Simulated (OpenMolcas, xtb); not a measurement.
# How methods differ on SiNH4F (SMILES N[SiH2]F)

SiNH4F has 7 atoms, charge 0, and is taken as a singlet. As SMILES, `N[SiH2]F`. The shape is that of a PBE0-D4/def2-TZVP optimisation. This is one conformer, not always the lowest.

Each level gives the vertical energy of the triplet above the singlet (eV). The values are calculated.

| level | kind | program | value (eV) | CPU time (all runs) |
| --- | --- | --- | --- | --- |
| GFN2-xTB | semi-empirical | xtb | 6.97 | under 2 s |
| GFN0-xTB | semi-empirical | xtb | 6.09 | under 2 s |
| GFN1-xTB | semi-empirical | xtb | 7.73 | under 2 s |
| HF/aug-cc-pVDZ | Hartree–Fock | OpenMolcas | 5.51 | 23 s |
| SVWN5/aug-cc-pVDZ | LDA | OpenMolcas | 6.34 | 86 s |
| BLYP/aug-cc-pVDZ | GGA | OpenMolcas | 6.13 | 98 s |
| M06-L/aug-cc-pVDZ | meta-GGA | OpenMolcas | 6.63 | 2.6 min |
| BHLYP/aug-cc-pVDZ | global hybrid | OpenMolcas | 6.23 | 84 s |

The values span 5.51 to 7.73 eV. The xTB rows lack spin polarisation, so open shells miss the exchange term that lowers them. CPU times are rough (shared hosts, several kinds of processor): they show what a rung costs within a factor of a few.
